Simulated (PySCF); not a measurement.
C2H3, SMILES C=[CH], multiplicity 2.

Geometry optimised at PBE-D3(BJ)/def2-TZVP. The isomer is the one that the SMILES or the coordinates give; other isomers of the formula were not compared.

Computed with M06-2X/def2-TZVPD run with PySCF.

The molecule is in vacuum.

Computed frontier levels, dipole moment and polarisability:
```yaml
"α spin, highest occupied and lowest empty level": -8.05 and 0.81 eV
"β spin, highest occupied and lowest empty level": -9.15 and -1.15 eV
dipole_moment: 0.65 D
quadrupole, principal values (traceless, Buckingham form, about the centre of nuclear charge): -3.09, -0.46, 3.55 D·Å
mean_static_polarisability: 26.6 bohr³ (3.94 Å³)
polarisability_principal_values: 21.4, 23.6, 34.8 bohr³
"⟨S²⟩": 0.766 (pure state 0.75)
```
